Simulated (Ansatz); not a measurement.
We consider rhombohedral A7 As, described by PBE (Ansatz, an electronic-structure program, PAW).

Run with plane-wave cutoff 500 eV, 12×12×12 k mesh, Fermi–Dirac smearing 0.05 eV, scalar-relativistic PAW data made under PBE.

Computed at the level's own relaxed cell.

What does this level give for the equilibrium volume per atom, lattice parameter a and c axis length?


* **equilibrium volume per atom**: 22.68 Å³/atom
* **lattice parameter a**: 3.808 Å
* **c axis length**: 10.841 Å

Measured, for comparison: lattice constant a 3.760 Å, lattice parameter c 10.441 Å (4 K, zero-point motion not removed; as tabulated in Schiferl, Barrett, J. Appl. Cryst. 2, 30 (1969), as in the American …). Computed (rounded) less measured: lattice constant a +1.3 %, lattice parameter c +3.8 %.

Note: the cell comes from a level without a dispersion term, which matters for the spacing of layers, chains or molecules.

The computed numbers hold no vibrational or temperature effects.
